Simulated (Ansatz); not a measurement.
# H₃Ge–CH₃, singlet in cc-pVTZ: errors against RCCSDT(Q)

Geometry: a PBE0/def2-TZVP stationary point for this spin, not checked as a minimum.

```xyz
8

Ge   -0.3185   -0.0014    0.0001
C     1.6348    0.0072   -0.0007
H    -0.8625    1.4387    0.0064
H    -0.8524   -0.7303    1.2465
H    -0.8535   -0.7198   -1.2519
H     2.0175   -1.0140   -0.0051
H     2.0111    0.5166    0.8872
H     2.0103    0.5241   -0.8845
```

Basis cc-pVTZ; Ansatz 0.2.0. Correlated methods freeze the noble-gas cores and the filled d shells of p-block atoms, which leaves 14 electrons in 142 orbitals. R marks a restricted (for open shells ROHF) determinant. No spin–orbit coupling is included, and no scalar relativity.

Full CI isn't at hand for all of this; RCCSDT(Q) serves as the reference, and is uncertain by about the last step of the cluster series.

- UHF ⟨S²⟩: 0.000
- T1 diagnostic (RCCSD): 0.0091
- largest doubles amplitude (RCCSD): 0.029

| level | E − E(RHF) (eV) |
| --- | --- |
| RMP2 | -8.5409 |
| RCCSD | -9.5717 |
| RCCSD(T) | -9.8758 |

**Question.** Estimate how far RCCSDT(Q) in cc-pVTZ lies from RCCSD(T). The table doesn't fix it; the size of (T) and the diagnostics are the guide.

**Answer.** RCCSDT(Q) in cc-pVTZ lies 34 meV below RCCSD(T), which is 11 % of the (T) step (-304 meV). The diagnostics are small and one determinant leads, so the series closes fast and only a small part of (T) is left.

The other levels:

| level | E − E(RCCSDT(Q)) (meV) | share of correlation (%) | wall time |
| --- | --- | --- | --- |
| BCCD(T) | 32 | 99.68 | 2.1 s (H100) |
| RCCSDT | 11 | 99.89 | – |

The correlation energy at RCCSDT(Q), counted from RHF, is -9.910 eV. That run took 51 s on 2 threads of AMD EPYC 7R13 with a shared H100 80 GB, shared host.

Times hold each run's SCF and search for its determinant on a shared host, so for small cases they say little of a method's own cost.

Atomization energy (electronic, same basis, no zero-point term; atoms at the same level, unrestricted beside the R rows where the molecule is a closed shell, but restricted open-shell past Ca, as are all atoms' steps beyond CCSDT(Q)) at RCCSDT(Q): 2445.7 kJ/mol. Errors of other levels:

```json
{"level": "RHF", "error (kJ/mol)": "-534.6"}
{"level": "RMP2", "error (kJ/mol)": "-27.1"}
{"level": "RCCSD", "error (kJ/mol)": "-19.4"}
{"level": "RCCSD(T)", "error (kJ/mol)": "-0.5"}
{"level": "BCCD(T)", "error (kJ/mol)": "-0.2"}
{"level": "RCCSDT", "error (kJ/mol)": "-0.8"}
```

This basis is far from its limit, so the value isn't to be set against a measured one.
